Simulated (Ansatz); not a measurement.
A run of Ansatz (development build ahead of 0.2.0) on singlet H2O at this shape:

```yaml
atoms:
  - { symbol: O, position_ang: [0.0000, 0.0000, 0.1193] }
  - { symbol: H, position_ang: [0.0000, 0.7632, -0.4770] }
  - { symbol: H, position_ang: [0.0000, -1.8318, -1.3119] }
```

Its results:

* Converged: yes
* Total energy: -76.19469 hartree
* Spin squared of the determinant: 0.882
* Stability test: minimum

Q: Which input gives this output? Name the method, the orbitals and the basis set, and write the input.

A: PBE0 (unrestricted) in pcseg-2.

```yaml
crystal:
  periodic: [false, false, false]
  atoms:
    - { symbol: O, position_ang: [0.0, 0.0, 0.1193] }
    - { symbol: H, position_ang: [0.0, 0.7632, -0.477] }
    - { symbol: H, position_ang: [0.0, -1.8318, -1.3119] }
basis:
  gaussian: { orbitals: pcseg-2 }
magnetization:
  spin_polarized: true
hamiltonian:
  xc: pbe0
```

Caution: charge can spread falsely over distant fragments; the unrestricted determinant is a mixture of spin states.
